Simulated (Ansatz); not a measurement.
**Molecular dynamics of CH₆Si**

Input:

```yaml
crystal:
  periodic: [false, false, false]
  atoms:
    - { symbol: Si, position_ang: [0.000299, -3.0e-06, 0.009124] }
    - { symbol: C, position_ang: [6.7e-05, 5.0e-06, 1.880313] }
    - { symbol: H, position_ang: [-1.028818, -0.13256, 2.275018] }
    - { symbol: H, position_ang: [0.629241, -0.824714, 2.275226] }
    - { symbol: H, position_ang: [0.399638, 0.957284, 2.27519] }
    - { symbol: H, position_ang: [1.403545, 0.13209, -0.527158] }
    - { symbol: H, position_ang: [-0.815693, 1.149111, -0.527395] }
    - { symbol: H, position_ang: [-0.586879, -1.281213, -0.527418] }
basis:
  gaussian: { orbitals: def2-SVP }
hamiltonian:
  xc: lda
md:
  timestep: 1.0
  n_steps: 150
  ensemble: nvt_nose_hoover
  temperature: 1500.0
  initial_velocities: maxwell_boltzmann
  seed: 597200
  nose_hoover: { tau: 20.0, chain_length: 5 }
  masses: [{ species: H, mass: 2.014 }]
```

Run as:

```bash
$ ansatz run input.yaml --threads 1 --pin off --max-ram 2048MiB --backend cpu --events-out ev --progress --plain --runs-dir out
```

It starts from a relaxed structure.

Output, in part (one step line in 2, the closing report, with atoms numbered from 0):

```
md step     0: t =     0.00 fs  T =  1500.0 K  F+E_penalty+E_count = -8965.78303834 eV  E_kin = 1.163340 eV  conserved = -8964.61969835 eV  (22 SCF iters)
md step     2: t =     2.00 fs  T =  1388.6 K  F+E_penalty+E_count = -8965.69456231 eV  E_kin = 1.076969 eV  conserved = -8964.61775809 eV  (25 SCF iters)
md step     4: t =     4.00 fs  T =  1184.0 K  F+E_penalty+E_count = -8965.53176630 eV  E_kin = 0.918234 eV  conserved = -8964.61541156 eV  (25 SCF iters)
md step     6: t =     6.00 fs  T =  1062.0 K  F+E_penalty+E_count = -8965.43196749 eV  E_kin = 0.823612 eV  conserved = -8964.61532913 eV  (25 SCF iters)
md step     8: t =     8.00 fs  T =  1034.8 K  F+E_penalty+E_count = -8965.40278296 eV  E_kin = 0.802533 eV  conserved = -8964.61689177 eV  (25 SCF iters)
md step    10: t =    10.00 fs  T =   994.0 K  F+E_penalty+E_count = -8965.35659548 eV  E_kin = 0.770942 eV  conserved = -8964.61712736 eV  (25 SCF iters)
md step    12: t =    12.00 fs  T =   918.1 K  F+E_penalty+E_count = -8965.27639710 eV  E_kin = 0.712023 eV  conserved = -8964.61565536 eV  (25 SCF iters)
md step    14: t =    14.00 fs  T =   883.3 K  F+E_penalty+E_count = -8965.22495623 eV  E_kin = 0.685082 eV  conserved = -8964.61650402 eV  (25 SCF iters)
md step    16: t =    16.00 fs  T =   859.1 K  F+E_penalty+E_count = -8965.17380699 eV  E_kin = 0.666319 eV  conserved = -8964.61627773 eV  (25 SCF iters)
md step    18: t =    18.00 fs  T =   862.5 K  F+E_penalty+E_count = -8965.13521969 eV  E_kin = 0.668884 eV  conserved = -8964.61502469 eV  (25 SCF iters)
md step    20: t =    20.00 fs  T =   977.5 K  F+E_penalty+E_count = -8965.17287607 eV  E_kin = 0.758110 eV  conserved = -8964.61550089 eV  (25 SCF iters)
md step    22: t =    22.00 fs  T =  1184.5 K  F+E_penalty+E_count = -8965.26273833 eV  E_kin = 0.918660 eV  conserved = -8964.61650364 eV  (25 SCF iters)
md step    24: t =    24.00 fs  T =  1393.8 K  F+E_penalty+E_count = -8965.33081182 eV  E_kin = 1.080941 eV  conserved = -8964.61693671 eV  (25 SCF iters)
md step    26: t =    26.00 fs  T =  1548.8 K  F+E_penalty+E_count = -8965.33669598 eV  E_kin = 1.201212 eV  conserved = -8964.61500690 eV  (25 SCF iters)
md step    28: t =    28.00 fs  T =  1749.9 K  F+E_penalty+E_count = -8965.36763988 eV  E_kin = 1.357168 eV  conserved = -8964.61357126 eV  (25 SCF iters)
md step    30: t =    30.00 fs  T =  2064.7 K  F+E_penalty+E_count = -8965.48223275 eV  E_kin = 1.601289 eV  conserved = -8964.61631180 eV  (25 SCF iters)
md step    32: t =    32.00 fs  T =  2301.7 K  F+E_penalty+E_count = -8965.53903954 eV  E_kin = 1.785104 eV  conserved = -8964.61792682 eV  (25 SCF iters)
md step    34: t =    34.00 fs  T =  2308.3 K  F+E_penalty+E_count = -8965.43963987 eV  E_kin = 1.790238 eV  conserved = -8964.61701235 eV  (25 SCF iters)
md step    36: t =    36.00 fs  T =  2146.5 K  F+E_penalty+E_count = -8965.24269679 eV  E_kin = 1.664717 eV  conserved = -8964.61467823 eV  (25 SCF iters)
md step    38: t =    38.00 fs  T =  2006.7 K  F+E_penalty+E_count = -8965.09203177 eV  E_kin = 1.556279 eV  conserved = -8964.61328774 eV  (25 SCF iters)
md step    40: t =    40.00 fs  T =  1986.8 K  F+E_penalty+E_count = -8965.05621717 eV  E_kin = 1.540877 eV  conserved = -8964.61519305 eV  (25 SCF iters)
md step    42: t =    42.00 fs  T =  1961.2 K  F+E_penalty+E_count = -8965.02788525 eV  E_kin = 1.521030 eV  conserved = -8964.61558417 eV  (25 SCF iters)
md step    44: t =    44.00 fs  T =  1879.6 K  F+E_penalty+E_count = -8964.96408538 eV  E_kin = 1.457774 eV  conserved = -8964.61385466 eV  (25 SCF iters)
md step    46: t =    46.00 fs  T =  1838.7 K  F+E_penalty+E_count = -8964.93975845 eV  E_kin = 1.426050 eV  conserved = -8964.61373553 eV  (25 SCF iters)
md step    48: t =    48.00 fs  T =  1866.8 K  F+E_penalty+E_count = -8964.97445716 eV  E_kin = 1.447824 eV  conserved = -8964.61461043 eV  (25 SCF iters)
md step    50: t =    50.00 fs  T =  1931.8 K  F+E_penalty+E_count = -8965.04191695 eV  E_kin = 1.498216 eV  conserved = -8964.61482698 eV  (25 SCF iters)
md step    52: t =    52.00 fs  T =  2035.0 K  F+E_penalty+E_count = -8965.14479841 eV  E_kin = 1.578242 eV  conserved = -8964.61461203 eV  (25 SCF iters)
md step    54: t =    54.00 fs  T =  2184.1 K  F+E_penalty+E_count = -8965.29382768 eV  E_kin = 1.693900 eV  conserved = -8964.61580277 eV  (25 SCF iters)
md step    56: t =    56.00 fs  T =  2284.4 K  F+E_penalty+E_count = -8965.41797791 eV  E_kin = 1.771700 eV  conserved = -8964.61727451 eV  (25 SCF iters)
md step    58: t =    58.00 fs  T =  2226.3 K  F+E_penalty+E_count = -8965.42991580 eV  E_kin = 1.726651 eV  conserved = -8964.61678149 eV  (25 SCF iters)
md step    60: t =    60.00 fs  T =  2044.8 K  F+E_penalty+E_count = -8965.35075310 eV  E_kin = 1.585852 eV  conserved = -8964.61442782 eV  (25 SCF iters)
md step    62: t =    62.00 fs  T =  1898.3 K  F+E_penalty+E_count = -8965.30098508 eV  E_kin = 1.472257 eV  conserved = -8964.61398800 eV  (25 SCF iters)
md step    64: t =    64.00 fs  T =  1807.5 K  F+E_penalty+E_count = -8965.29668402 eV  E_kin = 1.401862 eV  conserved = -8964.61696918 eV  (25 SCF iters)
md step    66: t =    66.00 fs  T =  1620.1 K  F+E_penalty+E_count = -8965.20997022 eV  E_kin = 1.256517 eV  conserved = -8964.61649914 eV  (25 SCF iters)
md step    68: t =    68.00 fs  T =  1386.6 K  F+E_penalty+E_count = -8965.07582779 eV  E_kin = 1.075361 eV  conserved = -8964.61410629 eV  (25 SCF iters)
md step    70: t =    70.00 fs  T =  1278.2 K  F+E_penalty+E_count = -8965.03047420 eV  E_kin = 0.991349 eV  conserved = -8964.61368653 eV  (25 SCF iters)
md step    72: t =    72.00 fs  T =  1318.9 K  F+E_penalty+E_count = -8965.09652592 eV  E_kin = 1.022896 eV  conserved = -8964.61524872 eV  (25 SCF iters)
md step    74: t =    74.00 fs  T =  1390.5 K  F+E_penalty+E_count = -8965.18287133 eV  E_kin = 1.078451 eV  conserved = -8964.61600918 eV  (25 SCF iters)
md step    76: t =    76.00 fs  T =  1435.2 K  F+E_penalty+E_count = -8965.24441826 eV  E_kin = 1.113079 eV  conserved = -8964.61496613 eV  (25 SCF iters)
md step    78: t =    78.00 fs  T =  1495.7 K  F+E_penalty+E_count = -8965.31953154 eV  E_kin = 1.160004 eV  conserved = -8964.61650199 eV  (25 SCF iters)
md step    80: t =    80.00 fs  T =  1489.1 K  F+E_penalty+E_count = -8965.34156764 eV  E_kin = 1.154865 eV  conserved = -8964.61767880 eV  (25 SCF iters)
md step    82: t =    82.00 fs  T =  1378.8 K  F+E_penalty+E_count = -8965.27724657 eV  E_kin = 1.069358 eV  conserved = -8964.61518840 eV  (25 SCF iters)
md step    84: t =    84.00 fs  T =  1341.9 K  F+E_penalty+E_count = -8965.26784209 eV  E_kin = 1.040762 eV  conserved = -8964.61431907 eV  (25 SCF iters)
md step    86: t =    86.00 fs  T =  1444.8 K  F+E_penalty+E_count = -8965.36789418 eV  E_kin = 1.120541 eV  conserved = -8964.61647786 eV  (25 SCF iters)
md step    88: t =    88.00 fs  T =  1529.4 K  F+E_penalty+E_count = -8965.45407017 eV  E_kin = 1.186134 eV  conserved = -8964.61866529 eV  (25 SCF iters)
md step    90: t =    90.00 fs  T =  1437.7 K  F+E_penalty+E_count = -8965.40011495 eV  E_kin = 1.115000 eV  conserved = -8964.61735209 eV  (25 SCF iters)
md step    92: t =    92.00 fs  T =  1268.6 K  F+E_penalty+E_count = -8965.28126676 eV  E_kin = 0.983867 eV  conserved = -8964.61384852 eV  (25 SCF iters)
md step    94: t =    94.00 fs  T =  1233.3 K  F+E_penalty+E_count = -8965.26771391 eV  E_kin = 0.956464 eV  conserved = -8964.61579216 eV  (25 SCF iters)
md step    96: t =    96.00 fs  T =  1235.0 K  F+E_penalty+E_count = -8965.27952664 eV  E_kin = 0.957794 eV  conserved = -8964.61754102 eV  (25 SCF iters)
md step    98: t =    98.00 fs  T =  1170.4 K  F+E_penalty+E_count = -8965.23292083 eV  E_kin = 0.907736 eV  conserved = -8964.61563055 eV  (25 SCF iters)
md step   100: t =   100.00 fs  T =  1165.0 K  F+E_penalty+E_count = -8965.22908314 eV  E_kin = 0.903558 eV  conserved = -8964.61454783 eV  (25 SCF iters)
md step   102: t =   102.00 fs  T =  1297.1 K  F+E_penalty+E_count = -8965.33027043 eV  E_kin = 1.005973 eV  conserved = -8964.61597208 eV  (25 SCF iters)
md step   104: t =   104.00 fs  T =  1458.6 K  F+E_penalty+E_count = -8965.45106614 eV  E_kin = 1.131197 eV  conserved = -8964.61777129 eV  (25 SCF iters)
md step   106: t =   106.00 fs  T =  1522.3 K  F+E_penalty+E_count = -8965.49067897 eV  E_kin = 1.180633 eV  conserved = -8964.61623382 eV  (25 SCF iters)
md step   108: t =   108.00 fs  T =  1570.2 K  F+E_penalty+E_count = -8965.51777888 eV  E_kin = 1.217768 eV  conserved = -8964.61546559 eV  (25 SCF iters)
md step   110: t =   110.00 fs  T =  1628.8 K  F+E_penalty+E_count = -8965.55653069 eV  E_kin = 1.263196 eV  conserved = -8964.61858564 eV  (25 SCF iters)
md step   112: t =   112.00 fs  T =  1520.8 K  F+E_penalty+E_count = -8965.46228107 eV  E_kin = 1.179457 eV  conserved = -8964.61744548 eV  (25 SCF iters)
md step   114: t =   114.00 fs  T =  1315.3 K  F+E_penalty+E_count = -8965.29011577 eV  E_kin = 1.020104 eV  conserved = -8964.61436932 eV  (25 SCF iters)
md step   116: t =   116.00 fs  T =  1233.7 K  F+E_penalty+E_count = -8965.21347899 eV  E_kin = 0.956845 eV  conserved = -8964.61398575 eV  (25 SCF iters)
md step   118: t =   118.00 fs  T =  1314.5 K  F+E_penalty+E_count = -8965.25867936 eV  E_kin = 1.019444 eV  conserved = -8964.61630614 eV  (25 SCF iters)
md step   120: t =   120.00 fs  T =  1388.8 K  F+E_penalty+E_count = -8965.28917847 eV  E_kin = 1.077119 eV  conserved = -8964.61801368 eV  (25 SCF iters)
md step   122: t =   122.00 fs  T =  1336.1 K  F+E_penalty+E_count = -8965.20820764 eV  E_kin = 1.036260 eV  conserved = -8964.61531796 eV  (25 SCF iters)
md step   124: t =   124.00 fs  T =  1308.7 K  F+E_penalty+E_count = -8965.13992987 eV  E_kin = 1.015012 eV  conserved = -8964.61401108 eV  (25 SCF iters)
md step   126: t =   126.00 fs  T =  1399.3 K  F+E_penalty+E_count = -8965.15387836 eV  E_kin = 1.085211 eV  conserved = -8964.61607493 eV  (26 SCF iters)
md step   128: t =   128.00 fs  T =  1502.3 K  F+E_penalty+E_count = -8965.15957067 eV  E_kin = 1.165135 eV  conserved = -8964.61573124 eV  (25 SCF iters)
md step   130: t =   130.00 fs  T =  1621.8 K  F+E_penalty+E_count = -8965.16250536 eV  E_kin = 1.257820 eV  conserved = -8964.61482163 eV  (25 SCF iters)
md step   132: t =   132.00 fs  T =  1819.7 K  F+E_penalty+E_count = -8965.21173407 eV  E_kin = 1.411256 eV  conserved = -8964.61459313 eV  (25 SCF iters)
md step   134: t =   134.00 fs  T =  2098.0 K  F+E_penalty+E_count = -8965.30968898 eV  E_kin = 1.627095 eV  conserved = -8964.61544909 eV  (25 SCF iters)
md step   136: t =   136.00 fs  T =  2364.9 K  F+E_penalty+E_count = -8965.39050781 eV  E_kin = 1.834123 eV  conserved = -8964.61564559 eV  (25 SCF iters)
md step   138: t =   138.00 fs  T =  2574.7 K  F+E_penalty+E_count = -8965.43050504 eV  E_kin = 1.996841 eV  conserved = -8964.61297246 eV  (25 SCF iters)
md step   140: t =   140.00 fs  T =  2828.5 K  F+E_penalty+E_count = -8965.52740624 eV  E_kin = 2.193695 eV  conserved = -8964.61491437 eV  (25 SCF iters)
md step   142: t =   142.00 fs  T =  2981.6 K  F+E_penalty+E_count = -8965.57846123 eV  E_kin = 2.312379 eV  conserved = -8964.61844720 eV  (25 SCF iters)
md step   144: t =   144.00 fs  T =  2812.7 K  F+E_penalty+E_count = -8965.41773271 eV  E_kin = 2.181440 eV  conserved = -8964.61690223 eV  (25 SCF iters)
md step   146: t =   146.00 fs  T =  2458.0 K  F+E_penalty+E_count = -8965.14888424 eV  E_kin = 1.906341 eV  conserved = -8964.61361900 eV  (25 SCF iters)
md step   148: t =   148.00 fs  T =  2202.7 K  F+E_penalty+E_count = -8964.98203262 eV  E_kin = 1.708329 eV  conserved = -8964.61241424 eV  (25 SCF iters)
md step   150: t =   150.00 fs  T =  2137.5 K  F+E_penalty+E_count = -8964.98259439 eV  E_kin = 1.657731 eV  conserved = -8964.61559712 eV  (24 SCF iters)
Total energy: -8964.98262318 eV, -329.4570347183 hartree
Atom 0 at    -0.012685    -0.058153     0.038387 Å, force    -0.268613    -0.206166    -1.699506 eV/Å
Atom 1 at     0.061430     0.071929     1.807717 Å, force     0.377701    -0.357968     2.477565 eV/Å
Atom 2 at    -0.944958     0.593313     1.991842 Å, force     0.974958    -0.881076     0.525782 eV/Å
Atom 3 at     0.164760    -1.037241     2.123538 Å, force    -0.497051     1.509451     0.615957 eV/Å
Atom 4 at     0.895667     0.745883     2.233755 Å, force    -0.831199    -1.052508    -0.467892 eV/Å
Atom 5 at    -1.507563     0.069687    -0.199649 Å, force     0.163573    -0.564167    -0.540596 eV/Å
Atom 6 at     0.743152    -1.266713    -0.601061 Å, force    -0.498648     0.747624     0.203428 eV/Å
Atom 7 at     0.465083     1.277022    -0.280084 Å, force     0.579280     0.804810    -1.114737 eV/Å
Dipole moment:     0.039632    -0.059019     0.116628 e Å
```

The run went to its last step. The conserved energy stayed within 0.92 meV per atom of its start (net change 0.51 meV per atom), so the integration is sound. The mean temperature of the second half is 11 % above the set value. A run of 0.15 ps of so small a system gives no equilibrium averages.

The same pairs are bonded in the first frame and the last. Pairs count as bonded within 1.25 times the sum of covalent radii (0.12 Å more for H–H).

Last frame:

```xyz
8
Properties=species:S:1:pos:R:3
Si -0.013 -0.058 0.038
C 0.061 0.072 1.808
H -0.945 0.593 1.992
H 0.165 -1.037 2.123
H 0.896 0.746 2.234
H -1.508 0.070 -0.200
H 0.743 -1.267 -0.601
H 0.465 1.277 -0.280
```

The run took 93 s on 1 thread of Arm Neoverse V2, on a shared host, peak memory 0.098 GiB.
